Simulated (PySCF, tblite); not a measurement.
## chlorotrifluoromethane and chloride

A gas-phase complex of chlorotrifluoromethane and chloride; charge -1, singlet. The structure comes from a short search (6 tight-binding starts) and was relaxed by PBE0-D3(BJ)/def2-SVPD; another way of binding may lie lower. Frequencies by PBE0-D3(BJ)/def2-SVPD show no clear imaginary mode.

Parts: 1 = chlorotrifluoromethane (FC(F)(F)Cl), atoms 1–5; 2 = chloride ([Cl-]), atoms 6, charge -1.

```csv
atom,part,x (Å),y (Å),z (Å)
F1,1,0.059,-0.724,-1.142
C2,1,-0.099,-0.051,0.005
F3,1,-1.083,0.834,-0.195
F4,1,-0.545,-0.929,0.913
Cl5,1,1.382,0.727,0.516
Cl6,2,3.834,2.057,1.350
```

```json
{"contact": "C2–Cl5···Cl6", "kind (by geometry)": "halogen bond", "distance (Å)": "2.911", "angle (°)": "179"}
```

Interaction energies are complex less parts, with the parts frozen as they stand in it; counterpoise-corrected, in kcal/mol (PySCF). The CCSD(T) estimate is Hartree-Fock/aug-cc-pVQZ, plus the MP2 correlation part extrapolated as X⁻³ from aug-cc-pVTZ and aug-cc-pVQZ, plus CCSD(T) less MP2 in aug-cc-pVDZ; noble-gas cores are frozen. It isn't the exact limit.

**Question.** How strongly do the parts interact, level by level?

**Answer.** 
```tsv
level	interaction	superposition error removed
Hartree-Fock/aug-cc-pVQZ	-6.34	-
wB97M-D3(BJ)/def2-TZVPD	-9.60	-0.10
PBE0-D3(BJ)/def2-TZVPD	-11.36	-0.11
MP2/aug-cc-pVQZ	-10.89	-0.24
CCSD(T), estimated basis limit	-10.84	-
```

**Question.** What holds them together? Decompose the wB97M-D3(BJ)/def2-TZVPD energy: frozen parts, their antisymmetrised product, then relaxation.

**Answer.** electrostatic -17.2, Pauli repulsion +19.0, orbital relaxation -10.8, dispersion correction -0.7 kcal/mol, which sum to the value before the counterpoise correction; the Pauli term holds the exchange-correlation of the frozen density too. Of the attraction, 60 % is electrostatic, 38 % is orbital relaxation, 3 % is dispersion correction.

The parts were also relaxed and run alone, at the levels used for the complex: shieldings by PBE0/aug-pcSseg-2; core levels by delta-SCF with SCAN, aug-pcX-2 on the ionised atom and aug-pcseg-1 elsewhere, spin-free X2C (2p3/2 is the spin-free 2p value less a third of a first-order spin-orbit splitting).

Values alone: C2–Cl5 bond (Å): 1.762; shielding of Cl5 (ppm): 579.1; shielding of Cl6 (ppm): 1149.3; shielding of C2 (ppm): 41.4; Cl5 2p3/2 core level (eV): 207.61; Cl6 2p3/2 core level (eV): 196.90.

**Question.** How do these values change when the complex forms?

**Answer.** 
```
                 property   alone  in the complex  change
          C2–Cl5 bond (Å)   1.762           1.750  -0.012
   shielding of Cl5 (ppm)   579.1           591.9   +12.8
   shielding of Cl6 (ppm)  1149.3           993.4  -155.9
    shielding of C2 (ppm)    41.4            42.1    +0.6
Cl5 2p3/2 core level (eV)  207.61          202.82   -4.79
Cl6 2p3/2 core level (eV)  196.90          197.47   +0.56
```
